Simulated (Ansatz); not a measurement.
# HS2 (quartet): the correlation ladder, def2-QZVPP

One table from this session's results is given with a row withheld; the runs are named, their logs left out.

Method: def2-QZVPP, core rule «outside noble gas», up to 10 orbitals frozen; program: Ansatz 0.2.0, Gaussian basis.

To be run: UHF; ROHF; CCSD(T) on UHF.

2 further runs of the same task are left out: 2 set aside as unsound or not needed.

## What is computed

The geometry is a PBE0/def2-TZVP stationary point (not a proven minimum) of the parent state, kept for this charge and spin.

3 atoms, charge 0, spin multiplicity 4.

Atoms are counted from 1 here; the program's logs count them from 0.

Bond lengths: S1–S2 1.957 Å, S1–H3 1.356 Å. Angles: S2–S1–H3 102.1°.

The first run:

in.yaml

```yaml
crystal:
  periodic: [false, false, false]
  atoms:
    - {symbol: S, position_ang: [0.000000, -0.071294, 0.956654]}
    - {symbol: S, position_ang: [0.000000, 0.032394, -0.997818]}
    - {symbol: H, position_ang: [0.000000, 1.237507, 1.309550]}
basis:
  gaussian: {orbitals: "def2-QZVPP.json"}
magnetization: {spin_polarized: true, initial_magnetization: 3}
hamiltonian: {xc: hf}
output: {orbitals: {seedname: orbitals}}
```

Started as:

```console
$ ansatz run in.yaml --threads 1 --pin off --events-out ev --progress --plain --max-ram 2393MiB
```

Among the steps run: UHF; ROHF; CCSD(T) on UHF.

One table of the session follows, with a row left open; its other results are not shown here.

```
  method  from UCCSD(T) (meV)
    ROHF             +11344.6
     UHF             +11025.3
    UMP2                    ?
   UCCSD               +599.4
UCCSD(T)                    0
```

**Question.** Estimate the row for UMP2.

As computed: from UCCSD(T) (meV): +1421.2. In the column «from UCCSD(T) (meV)» it lies between UCCSD (+599.4) and UHF (+11025.3).
